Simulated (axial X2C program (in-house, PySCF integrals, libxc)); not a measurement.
# Outer orbitals of AlN⁺ at 2.093 Å, r2SCAN

Calculated with an axial X2C code built on PySCF integrals. Spin-free means the one-electron spin-free X2C Hamiltonian; two-component (2c) means X2C with spin–orbit coupling and atomic mean-field two-electron Coulomb and Gaunt terms, so the difference of the two also holds small scalar two-electron terms. Basis: Al dyall-v3z [8s8p2d1f], N dyall-av3z [7s7p3d2f] (cores contracted in-house); Gaussian nuclei, density fitting, unrestricted open shells. Masses: Al 26.982 u, N 14.003 u.

The distance is close to the 2c PBE0 minimum; the highest filled and lowest empty levels are listed.

Spin-free orbitals, state M_S = 3/2, Λ = 0 (beyond evenly filled blocks: σα, π+α, π-α) (Löwdin shares):

```tsv
symmetry	occupied	ε (eV)	atomic character
σα	yes	-28.16	83% N s, 6% Al p, 5% Al d
σβ	yes	-23.19	78% N s, 8% Al p, 6% Al s
σα	yes	-16.64	68% N p, 24% Al s, 4% N s
π-α	yes	-15.51	93% N p, 3% Al p, 2% Al d
π+α	yes	-15.51	93% N p, 3% Al p, 2% Al d
σβ	yes	-14.58	48% Al s, 39% N p, 9% N s
σα	yes	-13.68	47% Al s, 26% N p, 21% Al p
σβ	no	-10.92	46% N p, 25% Al p, 22% Al s
π-β	no	-10.56	72% N p, 22% Al p, 3% Al d
π+β	no	-10.56	72% N p, 22% Al p, 3% Al d
π-α	no	-8.77	84% Al p, 6% N d, 6% N p
π+α	no	-8.77	84% Al p, 6% N d, 6% N p
```

Spinors with spin–orbit coupling (state Ω = 3/2):

```
   ω  occupied  ε (eV)             atomic character  λ mixture
 1/2       yes  -28.16    83% N s, 6% Al p, 5% Al d     100% σ
-1/2       yes  -23.19    78% N s, 8% Al p, 6% Al s     100% σ
 1/2       yes  -16.64    68% N p, 24% Al s, 4% N s     100% σ
-1/2       yes  -15.51    93% N p, 3% Al p, 2% Al d     100% π
 3/2       yes  -15.50    93% N p, 3% Al p, 2% Al d     100% π
-1/2       yes  -14.58    48% Al s, 39% N p, 9% N s     100% σ
 1/2       yes  -13.68  47% Al s, 26% N p, 21% Al p     100% σ
-1/2        no  -10.92  46% N p, 25% Al p, 22% Al s     100% σ
 1/2        no  -10.56   72% N p, 22% Al p, 3% Al d     100% π
-3/2        no  -10.55   72% N p, 22% Al p, 3% Al d     100% π
-1/2        no   -8.77     84% Al p, 6% N d, 6% N p     100% π
```

Mulliken charges and populations of the two-component result (they depend on the basis, above all on diffuse functions):

Al 0.95 e (s 5.68 p 6.31 d 0.05 f 0.01), N 0.05 e (s 3.92 p 3.02 d 0.02). ⟨Lz⟩ = 0.00 ħ and ⟨Sz⟩ = 1.50 ħ (0.18 and 1.32 on the two atoms), which add up to Ω.

The state is one determinant whose occupation by symmetry is held fixed; it was picked as the lowest of a PBE0 search that is not exhaustive. Density functionals use the spin component along the axis (collinear). With several unpaired electrons one determinant need not be a pure state. The bond is weak and the correlated curve of this state has no minimum in the scanned range, so this well may be an artefact of the functional. This is the top spin component of a Σ state; components of lower Ω are not single determinants and can lie lower.
